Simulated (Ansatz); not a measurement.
Born–Oppenheimer molecular dynamics of BFH₄O (7 atoms, charge 0, multiplicity 1). It starts at the highest image of a converged band. Of that band: The profile has 2 maxima (images 4, 7) with wells between them (image 5): this band takes more than one step, which may be the mechanism or a detour left from its start path. Neighbouring images differ by up to 1.7 eV, so the band resolves the path poorly. A vibrational analysis at the climbing image gives one clearly imaginary mode, 908i cm⁻¹: a first-order saddle point.

Theory: RKS PBE/def2-SVP (Ansatz 0.2.0).

- ensemble: NVE (velocity Verlet)
- time step: 0.5 fs
- steps asked: 200
- starting velocities drawn for: 100 K
- seed: 2609

First frame:

```xyz
7
Properties=species:S:1:pos:R:3
B 0.000 0.147 -0.029
F -0.028 -0.011 1.674
H 1.141 0.043 -0.418
O -0.980 -0.579 -0.641
H -1.878 -0.417 -0.307
H -0.294 1.459 0.211
H -0.217 1.017 1.168
```

How far do the bonds stretch over the last three quarters of this one trajectory? (Pairs bonded in most of those frames.)


```csv
bond,mean (Å),spread (Å),shortest,longest
B1–H3,1.217,0.016,1.19,1.24
B1–O4,1.359,0.015,1.33,1.38
B1–H6,1.226,0.007,1.21,1.24
F2–H7,0.937,0.004,0.93,0.95
O4–H5,0.975,0.002,0.97,0.98
```

Mean temperature of the second half: 532 K. The conserved energy stayed within 0.029 meV per atom of its start (net change 0.0096 meV per atom), so the integration is sound. The kinetic energy rose, since the run started high on the potential surface and went downhill. It ends in pieces (BH3O + FH), so much of that is their flight and rotation, not heat. A run of 0.1 ps of so small a system gives no equilibrium averages. The orbitals stay closed-shell, which can raise the energy where a bond breaks towards radicals; this wasn't checked here.

Run time: 3.6 min on 1 thread of Arm Neoverse V1, on a shared host, peak memory 0.099 GiB.
